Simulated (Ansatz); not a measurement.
Geometry optimisation, RKS PBE-D4/def2-SVP (Ansatz).

input.yaml

```yaml
crystal:
  periodic: [false, false, false]
  atoms:
    - { symbol: B, position_ang: [0.154729, 0.405936, -0.336217] }
    - { symbol: O, position_ang: [-0.362089, -0.305867, 2.101705] }
    - { symbol: H, position_ang: [-1.24736, 0.104718, 2.167872] }
    - { symbol: H, position_ang: [1.205746, -0.198102, -0.436814] }
    - { symbol: H, position_ang: [-0.830214, -0.081048, -0.858281] }
    - { symbol: Si, position_ang: [0.112368, 2.205175, 0.465886] }
    - { symbol: H, position_ang: [1.059078, 2.320808, 1.645193] }
    - { symbol: H, position_ang: [0.529293, 3.286047, -0.507229] }
    - { symbol: H, position_ang: [-1.244518, 2.60333, 0.99788] }
    - { symbol: H, position_ang: [0.235268, 0.413702, 2.432704] }
basis:
  gaussian: { orbitals: def2-SVP }
hamiltonian:
  xc: pbe
  dispersion: d4
relax:
  f_tol: 0.03
  max_steps: 50
output:
  orbitals: {}
```

Command:

```bash
$ ansatz run input.yaml --threads 1 --pin off --max-ram 2048MiB --backend cpu --events-out ev --progress --plain --runs-dir out
```

Question: Where does it end, and by what steps?

Answer: The run converged. After 8 steps the energy has fallen by 0.599 eV; H10 moved furthest, 0.50 Å. Joined: B1–O2 (2.59 → 1.69 Å).

| step | energy less start (eV) | largest force component (eV/Å) | accepted |
| --- | --- | --- | --- |
| 0 | 0.0000 | 0.734 | yes |
| 1 | -0.1216 | 1.163 | yes |
| 2 | -0.3830 | 0.998 | yes |
| 3 | -0.5453 | 0.638 | yes |
| 4 | -0.5563 | 0.649 | yes |
| 5 | -0.5529 | 0.821 | no |
| 6 | -0.5915 | 0.116 | yes |
| 7 | -0.5979 | 0.082 | yes |
| 8 | -0.5988 | 0.016 | yes |

```xyz
10
Properties=species:S:1:pos:R:3
B 0.040 0.339 0.132
O -0.289 -0.388 1.624
H -1.161 -0.064 1.932
H 1.125 -0.141 -0.165
H -0.888 -0.050 -0.564
Si 0.090 2.339 0.499
H 1.008 2.659 1.673
H 0.576 3.180 -0.656
H -1.247 2.921 0.926
H 0.360 -0.040 2.272
```

Whether the end is a true minimum wasn't checked by a vibrational analysis.

The run took 11 s on 1 thread of Intel(R) Xeon(R) 6975P-C (Granite Rapids), on a shared host, peak memory 0.15 GiB.
